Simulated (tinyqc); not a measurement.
Ways to converge the cycle: SCF convergence aids in the sto-6g basis, for H2O, spin multiplicity 1. Computed by the program tinyqc with PySCF. RHF with one setting changed at a time; a run stops when the energy changes by less than 1e-09 hartree and the error matrix is below 1e-5. The start is the core Hamiltonian. Damping d keeps d of the old density; a shift (hartree) raises the virtual levels; DIIS n extrapolates F over n matrices.

Geometry (angstrom):

| atom | x | y | z |
|---|---|---|---|
| O | 0.0000 | 0.0000 | 0.0000 |
| H | 0.0000 | 0.9090 | 0.6240 |
| H | 0.0000 | -0.9090 | 0.6240 |

lowest restricted solution found by these runs and by PySCF = -75.650161 hartree

Largest element of the error matrix X^T (FDS - SDF) X:

| iteration | plain | damping 0.3 | damping 0.6 | shift 0.4 | DIIS 3 | DIIS 8 |
|---|---|---|---|---|---|---|
| 1 | 5.6e-01 | 5.6e-01 | 5.6e-01 | 5.6e-01 | 5.6e-01 | 5.6e-01 |
| 2 | 2.3e-01 | 1.6e-01 | 3.5e-01 | 2.5e-01 | 2.3e-01 | 2.3e-01 |
| 3 | 5.9e-02 | 6.9e-02 | 2.1e-01 | 3.7e-02 | 4.5e-02 | 4.5e-02 |
| 4 | 1.6e-02 | 3.2e-02 | 1.2e-01 | 7.7e-03 | 9.8e-03 | 9.8e-03 |
| 5 | 5.9e-03 | 1.9e-02 | 8.2e-02 | 3.4e-03 | 2.9e-03 | 2.7e-03 |
| 6 | 2.7e-03 | 1.1e-02 | 5.4e-02 | 2.0e-03 | 6.7e-04 | 2.0e-04 |
| 8 | 6.2e-04 | 3.9e-03 | 2.5e-02 | 6.9e-04 | 7.9e-06 | 5.1e-08 |
| 10 | 1.5e-04 | 1.4e-03 | 1.2e-02 | 2.8e-04 | - | - |
| 14 | 8.4e-06 | 2.2e-04 | 4.0e-03 | 4.8e-05 | - | - |
| 20 | - | 1.6e-05 | 8.6e-04 | - | - | - |
| 30 | - | - | 7.5e-05 | - | - | - |

How each run ends:

| run | iterations | E (hartree) | state |
|---|---|---|---|
| plain | 15 | -75.65016 | lowest found |
| damping 0.3 | 22 | -75.65016 | lowest found |
| damping 0.6 | 43 | -75.65016 | lowest found |
| shift 0.4 | 18 | -75.65016 | lowest found |
| DIIS 3 | 9 | -75.65016 | lowest found |
| DIIS 8 | 8 | -75.65016 | lowest found |

What does the comparison show, and why?

6 of 6 runs reach the lowest restricted solution found, in 8 to 43 iterations (fastest: DIIS 8). Plain steps already contract here, so damping only slows them. DIIS 3 and DIIS 8 gain by cancelling the error over several earlier matrices, much as a quasi-Newton step does.
